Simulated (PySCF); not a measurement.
# C2H3Al (ethynylalumane) at 5 levels

Aim: a comparison of 5 runs (HF/def2-SVP, B3LYP/6-31G*, BLYP/6-31G*, PBE0/cc-pVDZ) of C2H3Al (ethynylalumane). Input form: a Python script.

The calculation is run with PySCF 2.14.0.

## Step 1: The system as given

The species is C2H3Al (6 atoms), meant as a singlet with charge 0. As SMILES, `C#[C][AlH2]`. Geometry: relaxed at PBE0-D4/def2-TZVP.

Bond lengths: C1–C2 1.211 Å, C2–Al3 1.906 Å, C1–H4 1.067 Å, Al3–H5 1.580 Å, Al3–H6 1.580 Å. Angles: C1–C2–Al3 179.9°, C2–C1–H4 180.0°, C2–Al3–H5 118.8°, C2–Al3–H6 118.8°, H5–Al3–H6 122.4°.

## Step 2: Energy and forces at HF/def2-SVP (run 1)

File run.py:

```python
from pyscf import gto, scf

mol = gto.M(
    atom='''
C     -1.498175    -3.094616    -0.563327
C     -0.502856    -1.066183    -0.200689
Al     1.067317     2.124430     0.368497
H     -2.375386    -4.881352    -0.883258
H      2.563791     3.410389    -1.871774
H      0.825054     3.386389     3.063246
''',
    max_memory=1860,
    verbose=4,
    unit='bohr',
    basis='def2-svp',
)

mf = scf.RHF(mol)
mf.conv_tol = 1e-10
mf.kernel()
if not mf.converged:
    mf = mf.newton().run(mf.mo_coeff, mf.mo_occ)

e_tot = mf.e_tot
print('E = %.10f Eh' % e_tot)
grad = mf.nuc_grad_method().kernel()
dip = mf.dip_moment()
pop, q = mf.mulliken_pop()
```

Started as:

```
$ OMP_NUM_THREADS=1 python run.py
```

What it wrote:

```text
PySCF version 2.14.0

[... 62 lines left out ...]
converged SCF energy = -319.199788780725
[... 13 lines left out ...]
Dipole moment(X, Y, Z, Debye): -0.28609, -0.58437, -0.10511
[... 68 lines left out ...]
charge of    5H =     -0.25575
```

It took 2.6 s on 1 thread of Intel Xeon at 2.70GHz, shared host; peak memory 0.13 GiB.

## Step 3: Energy and gradient at B3LYP/6-31G(d) (spherical functions) (run 2)

File start.xyz:

```xyz
6

C     -0.792800    -1.637600    -0.298100
C     -0.266100    -0.564200    -0.106200
Al     0.564800     1.124200     0.195000
H     -1.257000    -2.583100    -0.467400
H      1.356700     1.804700    -0.990500
H      0.436600     1.792000     1.621000
```

File run.py:

```python
import pyscf.grad
from pyscf import gto, dft

molecule = gto.M(
    atom='start.xyz',
    verbose=3,
    max_memory=1860,
    basis='6-31g*',
)

calc0 = dft.RKS(molecule)
calc0.xc = 'b3lyp'
calc0.conv_tol = 1e-10
calc0.grids.level = 5
calc0.kernel()
if not calc0.converged:
    calc0 = calc0.newton().run(calc0.mo_coeff, calc0.mo_occ)

etot = calc0.e_tot
print('Final energy', etot)
grad = calc0.Gradients().kernel()
dip = calc0.dip_moment()
pop, q = calc0.mulliken_pop()
```

Started as:

```
$ OMP_NUM_THREADS=1 python run.py
```

What it wrote:

```text
converged SCF energy = -320.369848391265
Final energy -320.36984839126546
--------------- RKS gradients ---------------
         x                y                z
0 C     0.0071931475     0.0146260843     0.0026242886
1 C    -0.0073772964    -0.0149800310    -0.0026739718
2 Al     0.0003047706     0.0005882857     0.0000817104
3 H     0.0005453381     0.0011089986     0.0001886875
4 H    -0.0006673291    -0.0006810459     0.0008308452
5 H     0.0000024086    -0.0006600817    -0.0010511788
----------------------------------------------
Dipole moment(X, Y, Z, Debye): -0.31911, -0.65080, -0.11690
 ** Mulliken pop  **
pop of  0 C 1s            1.99671
pop of  0 C 2s            0.70181
pop of  0 C 3s            0.58634
pop of  0 C 2px           0.60936
pop of  0 C 2py           0.76321
pop of  0 C 2pz           0.59940
pop of  0 C 3px           0.33510
pop of  0 C 3py           0.17502
pop of  0 C 3pz           0.40672
pop of  0 C 3dxy          0.00684
pop of  0 C 3dyz          0.00445
pop of  0 C 3dz^2         0.00276
pop of  0 C 3dxz          0.00118
pop of  0 C 3dx2-y2       0.00614
pop of  1 C 1s            1.99697
pop of  1 C 2s            0.68793
pop of  1 C 3s            0.76873
pop of  1 C 2px           0.61590
pop of  1 C 2py           0.77055
pop of  1 C 2pz           0.57194
pop of  1 C 3px           0.29312
pop of  1 C 3py           0.00272
pop of  1 C 3pz           0.34333
pop of  1 C 3dxy          0.00491
pop of  1 C 3dyz          0.00515
pop of  1 C 3dz^2         0.00189
pop of  1 C 3dxz          0.00128
pop of  1 C 3dx2-y2       0.00484
pop of  2 Al 1s           1.99971
pop of  2 Al 2s           1.99738
pop of  2 Al 3s           0.92032
pop of  2 Al 4s           0.18896
pop of  2 Al 2px          1.98605
pop of  2 Al 2py          1.98792
pop of  2 Al 2pz          1.98912
pop of  2 Al 3px          0.22635
pop of  2 Al 3py          0.48925
pop of  2 Al 3pz          0.56805
pop of  2 Al 4px          0.05059
pop of  2 Al 4py          0.03919
pop of  2 Al 4pz          0.13533
pop of  2 Al 3dxy         0.02847
pop of  2 Al 3dyz         0.04556
pop of  2 Al 3dz^2        0.03980
pop of  2 Al 3dxz         0.01900
pop of  2 Al 3dx2-y2      0.02063
pop of  3 H 1s            0.51234
pop of  3 H 2s            0.29248
pop of  4 H 1s            0.49218
pop of  4 H 2s            0.60742
pop of  5 H 1s            0.49216
pop of  5 H 2s            0.60747
 ** Mulliken atomic charges  **
charge of    0C =     -0.19504
charge of    1C =     -0.06923
charge of    2Al =      0.26833
charge of    3H =      0.19518
charge of    4H =     -0.09961
charge of    5H =     -0.09964
```

Wall time 11 s (1 thread of Intel Xeon at 2.70GHz, shared host); peak memory 0.54 GiB.

Run 3 isn't shown in full; the table further down has it.

## Step 4: Energy and forces at B3LYP/6-31G(d) (Cartesian functions) (run 4)

File input.py:

```python
# C#[C][AlH2]
from pyscf import gto, dft

mol = gto.M(
    atom='''
C     -0.792800    -1.637600    -0.298100
C     -0.266100    -0.564200    -0.106200
Al     0.564800     1.124200     0.195000
H     -1.257000    -2.583100    -0.467400
H      1.356700     1.804700    -0.990500
H      0.436600     1.792000     1.621000
''',
    verbose=4,
    spin=0,
    cart=True,
    max_memory=1860,
    basis='6-31g*',
)

ks = dft.RKS(mol, xc='b3lyp')
ks.grids.level = 5
ks.conv_tol = 1e-10
ks.kernel()
if not ks.converged:
    ks = ks.newton().run(ks.mo_coeff, ks.mo_occ)

e_final = ks.e_tot
print(f'total energy: {e_final:.8f} hartree')
grad = ks.nuc_grad_method().kernel()
dip = ks.dip_moment()
pop, q = ks.mulliken_pop()
```

Started as:

```
$ OMP_NUM_THREADS=1 python input.py
```

What it wrote:

```text
PySCF version 2.14.0

[... 73 lines left out ...]
converged SCF energy = -320.373165064864
total energy: -320.37316506 hartree
[... 13 lines left out ...]
Dipole moment(X, Y, Z, Debye): -0.31830, -0.64914, -0.11660
[... 62 lines left out ...]
charge of    5H =     -0.09960
```

Run time: 12 s. Hardware: 1 thread of Intel Xeon at 2.70GHz, shared host; peak memory 0.56 GiB.

## Step 5: Energy and gradient at PBE0/cc-pVDZ (run 5)

File input.py:

```python
# C#[C][AlH2]
import pyscf.grad
from pyscf import gto, dft

mol = gto.Mole()
mol.atom = [
    ('C', (-0.792800, -1.637600, -0.298100)),
    ('C', (-0.266100, -0.564200, -0.106200)),
    ('Al', (0.564800, 1.124200, 0.195000)),
    ('H', (-1.257000, -2.583100, -0.467400)),
    ('H', (1.356700, 1.804700, -0.990500)),
    ('H', (0.436600, 1.792000, 1.621000)),
]
mol.basis = 'cc-pvdz'
mol.max_memory = 1860
mol.verbose = 4
mol.build()

mf = dft.RKS(mol, xc='pbe0')
mf.conv_tol = 1e-10
mf.grids.level = 5
mf.kernel()
if not mf.converged:
    mf = mf.newton().run(mf.mo_coeff, mf.mo_occ)

e_tot = mf.e_tot
print('E = %.10f Eh' % e_tot)
grad = mf.Gradients().kernel()
mf.analyze()
```

Started as:

```
$ OMP_NUM_THREADS=1 python input.py
```

What it wrote:

```text
PySCF version 2.14.0

[... 89 lines left out ...]
One-electron Energy =                 -578.611902463012257
[... 9 lines left out ...]
MO #5   energy= -2.73095767794921  occ= 2
[... 7 lines left out ...]
MO #13  energy= -0.304556883500461 occ= 2
[... 7 lines left out ...]
MO #21  energy= 0.133718671128865  occ= 0
[... 7 lines left out ...]
MO #29  energy= 0.392309840519628  occ= 0
[... 7 lines left out ...]
MO #37  energy= 0.726665871180527  occ= 0
[... 7 lines left out ...]
MO #45  energy= 1.13810401549003   occ= 0
[... 7 lines left out ...]
MO #53  energy= 1.58692074149764   occ= 0
[... 7 lines left out ...]
MO #61  energy= 3.11995803110327   occ= 0
[... 70 lines left out ...]
Dipole moment(X, Y, Z, Debye): -0.24971, -0.50981, -0.09171
```

Run time: 16 s. Hardware: 1 thread of Intel Xeon at 2.70GHz, shared host; peak memory 0.61 GiB.

## Step 6: The series

```tsv
run	level	integration grid	Cartesian functions	energy (Eh)	dipole moment (D)	HOMO energy (eV)	LUMO energy (eV)	wall time
1	HF/def2-SVP	–	no	-319.199789	0.66	-10.75	1.05	2.6 s
2	B3LYP/6-31G* (spherical functions)	5	no	-320.369848	0.73	-7.52	-1.93	11 s
3	BLYP/6-31G* (spherical functions)	5	no	-320.310870	0.82	-6.38	-2.37	15 s
4	B3LYP/6-31G* (Cartesian functions)	5	yes	-320.373165	0.73	-7.52	-1.93	12 s
5	PBE0/cc-pVDZ	5	no	-320.146376	0.58	-7.92	-1.83	16 s
```

## Step 7: Results

| quantity | value |
| --- | --- |
| run 5: total energy | -320.14638 Eh |
| run 5: dipole moment | 0.58 D |
| run 5: HOMO energy | -7.92 eV |
| run 5: LUMO energy | -1.83 eV |
| run 5: HOMO–LUMO gap | 6.09 eV |
| run 5: largest force on an atom | 1.022 eV/Å |

What this shows: The dipole moment (its size) runs from 0.58 D (PBE0/cc-pVDZ) to 0.82 D (BLYP/6-31G*). The two ends differ in method and basis. The HOMO–LUMO gap runs from 4.01 eV (BLYP/6-31G*) to 11.80 eV (HF/def2-SVP). Totals of different functionals can't be ranked against each other. All runs together took 57 s, the longest 16 s.
